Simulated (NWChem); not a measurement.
Molecule: tetrafluoroethylene (C$_{2}$F$_{4}$); SMILES FC(F)=C(F)F

```xyz
6

F      1.1095    -1.3957     0.0000
C      0.0000    -0.6722     0.0000
F     -1.1095    -1.3957     0.0000
C      0.0000     0.6722     0.0000
F     -1.1095     1.3957     0.0000
F      1.1095     1.3957     0.0000
```
Atoms are numbered in this order, from 1.

All runs: NWChem. Pople sets run with spherical d functions. Structure relaxed at the PBE-D3(BJ)/def2-SVP level. GIAO values for the isolated, static molecule; σ is the absolute isotropic shielding.

### Question
Taking PBE0/def2-TZVP as the yardstick, which of these has the fewest basis functions while keeping “σ C2 (ppm)” within 10 ppm of it: PBE0/6-31G*; PBE0/def2-SVP; PBE0/6-311G**; PBE0/IGLO-II?

### Answer
PBE0/6-311G**.
| level | basis functions | σ C2 (ppm) | relative time (rough) |
|---|---|---|---|
| PBE0/6-31G* | 84 | 51.6 | 1 |
| PBE0/def2-SVP | 84 | 45.8 | 1 |
| PBE0/6-311G** | 108 | 34.5 | 2 |
| PBE0/IGLO-II | 132 | 32.2 | 3 |
| PBE0/def2-TZVP | 186 | 31.2 | 10 |

The yardstick is one finite set, not the basis-set limit.
